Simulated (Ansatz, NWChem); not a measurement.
**CH3F (fluoromethane): from total energies to a heat of formation**

CH3F has 5 atoms, charge 0, and is taken as a singlet. SMILES: `CF`. The coordinates come from a PBE0-D4/def2-TZVP relaxation.

Total energies at CCSD(T)/def2-TZVPP, 2 core orbitals frozen (NWChem 7.3.0); the atoms run unrestricted:

```
species    state  energy (Eh)
   CH3F  singlet  -139.564072
      C  triplet   -37.781030
      F  doublet   -99.625057
      H  doublet    -0.499810
```

Harmonic wavenumbers at PBE0-D4/def2-TZVP, in cm⁻¹: 1097, 1199, 1199, 1485, 1489, 1489, 3044, 3131, 3131.

Measured heats of formation of the gaseous atoms at 298.15 K, in kJ/mol: C 716.9, F 79.4, H 218.0. Spin-orbit lowering of the atoms at 298 K (mean of the ground term's levels less their thermal mean, from spectra), in kJ/mol: C 0.02, F 1.29. Take 1 Eh = 2625.50 kJ/mol, 1 cm⁻¹ = 0.0119627 kJ/mol, RT = 2.479 kJ/mol.

**Question.** What heat of formation follows?

**Answer.** 
1. Electronic atomisation energy: (-37.781030) + (-99.625057) + 3 × (-0.499810) − (-139.564072) = 0.658555 Eh = 1729.0 kJ/mol.
2. Zero-point energy: half the sum of the wavenumbers, 8632 cm⁻¹ = 103.3 kJ/mol.
3. Thermal vibrational enthalpy, Σ hcν̃/(exp(hcν̃/kT) − 1): 0.2 kJ/mol. Translation, rotation and pV of a non-linear molecule: 4 RT = 9.9 kJ/mol.
4. The 5 free atoms carry 5/2 RT each: 31.0 kJ/mol.
5. Spin-orbit coupling lowers the free atoms by 0.02 + 1.29 = 1.3 kJ/mol.
6. Atomisation enthalpy at 298 K: 1729.0 − 1.3 − 103.3 − 0.2 − 9.9 + 31.0 = 1645.3 kJ/mol.
7. Sum of the atoms' heats of formation: 1450.3 kJ/mol. Heat of formation: 1450.3 − 1645.3 = -195.0 kJ/mol.

The tabulated value is -236.6 kJ/mol (Active Thermochemical Tables), so this level is off by +41.6 kJ/mol, or 2.5 % of the atomisation enthalpy. Coupled cluster needs large bases for atomisation: in a finite one the molecule is underbound. Anharmonicity and any spin-orbit splitting of the molecule are left out, and so is core correlation.
